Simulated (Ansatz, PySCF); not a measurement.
This Ansatz (a quantum-chemistry and plane-wave program) input computes a PBE/def2-TZVPD energy:

Ansatz 0.2 input:
```yaml
crystal:
  periodic: [false, false, false]
  atoms:
    - {symbol: C, position_ang: [0.01909113, 0.15267994, -1.32752912]}
    - {symbol: Cl, position_ang: [-0.01118660, 0.00667210, 0.64763898]}
    - {symbol: H, position_ang: [0.90111306, -0.49482969, -1.50763755]}
    - {symbol: H, position_ang: [-0.82548774, -0.53467571, -1.53705043]}
basis:
  gaussian:
    orbitals: def2-TZVPD
hamiltonian:
  xc: {name: PBE}
total_charge: -1
output: {forces: true}
```

Problem. Write an input for the same energy in PySCF and say what it gives.

Solution. 
```python
from pyscf import gto, scf, dft

mol = gto.M(
    atom='''
    C     0.01909113    0.15267994   -1.32752912
    Cl   -0.01118660    0.00667210    0.64763898
    H     0.90111306   -0.49482969   -1.50763755
    H    -0.82548774   -0.53467571   -1.53705043
    ''',
    basis='def2-tzvpd',
    charge=-1,
    spin=0,
    verbose=4,
)

mf = dft.RKS(mol, xc='pbe').density_fit(auxbasis='def2-universal-jkfit')
mf.grids.level = 3
mf.conv_tol = 1e-9
mf.max_cycle = 100
mf.max_memory = 1500
mf.kernel()
if not mf.converged:
    mf = mf.newton()
    mf.kernel(mf.make_rdm1())
mf.analyze()
```
It gives -499.24928 Eh, and Ansatz -499.24924 Eh, a difference of 0.04 mEh, from the treatment of integrals and grids.

It need not be the lowest isomer of its formula. Whether it binds its extra electron was not tested at this geometry.
